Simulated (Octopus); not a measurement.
# HNO (nitroxyl): PBE (scalar, in the pseudopotentials, pseudodojo_pbe potentials, pseudopotentials pseudodojo_pbe, grid spacing 0.15 angstrom)

We compute energy and forces of HNO (nitroxyl). 

The results are computed with Octopus 16.4.

3 further runs of the same task are left out: 2 that didn't finish, 1 set aside as unsound or not needed. Runs told in other sessions of the task aren't counted.

## Step 1: The structure to begin with

HNO has 3 atoms, charge 0, and is taken as a singlet. SMILES: `N=O`. Geometry: relaxed at PBE0-D4/def2-TZVP.

Bond lengths: N1–O2 1.190 Å, N1–H3 1.063 Å. Angles: O2–N1–H3 108.9°.

## Step 2: Energy and forces at PBE (scalar, in the pseudopotentials, pseudodojo_pbe potentials, pseudopotentials pseudodojo_pbe, grid spacing 0.15 angstrom)

File geometry.xyz:

```xyz
3

N     -0.283700     0.312787    -0.117157
O      0.755300     0.397197     0.456503
H     -0.471600    -0.709983    -0.339347
```

The run is started by

```
$ OMP_NUM_THREADS=1 octopus > gs.log
```

What values should one expect? Wanted: total energy; dipole moment; HOMO energy; largest force on an atom.

Computed results:

At PBE (scalar, in the pseudopotentials, pseudodojo_pbe potentials, pseudopotentials pseudodojo_pbe, grid spacing 0.15 angstrom):

| quantity | value |
| --- | --- |
| total energy | -27.38019 Eh |
| dipole moment | 1.51 D |
| HOMO energy | -5.44 eV |
| largest force on an atom | 1.638 eV/Å |

**Reading.** The largest force is 1.64 eV/Å: the shape isn't a stationary point for this species at this level.
